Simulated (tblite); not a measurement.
C₄H₃S (doublet state).
Bonds: C1–C2, C2–C3 (triple), C3–C4, C4–S5 (double). Hydrogens: H6, H7 on C1; H8 on C4.

The geometry is computed with GFN2-xTB (gas phase). This method treats the open shell by occupation alone, without spin polarisation.

Q: What internal coordinates does the optimisation give?

A: 
```
 bond  length (Å)
C1–C2       1.320
C2≡C3       1.247
C3–C4       1.338
C4=S5       1.689
C1–H6       1.077
C1–H7       1.078
C4–H8       1.084
```

A selection of angles:
```
   angle  degrees
C2–C1–H6    121.0
C2–C1–H7    121.4
H6–C1–H7    117.6
C1–C2–C3    178.0
C2–C3–C4    176.4
C3–C4–S5    123.7
C3–C4–H8    119.7
S5–C4–H8    116.6
```

C1 (carbon bonded to C and 2 H) is planar (angles 121.4°, 121.0° and 117.6°, sum 360.0°, 0.00 Å off the plane of its three neighbours). The 3 C–C bonds span 1.247 Å (C2≡C3, drawn triple) to 1.338 Å (C3–C4, drawn single), a spread of 0.091 Å. C4 (carbon bonded to C, S and H) is planar (angles 123.7°, 119.7° and 116.6°, sum 360.0°, 0.00 Å off the plane of its three neighbours). The 5 heavy atoms lie in one plane (0.001 Å rms).

Point group: Cs (tolerance 0.08 Å). Its GFN2-xTB frequencies are all real (lowest 106 cm⁻¹).
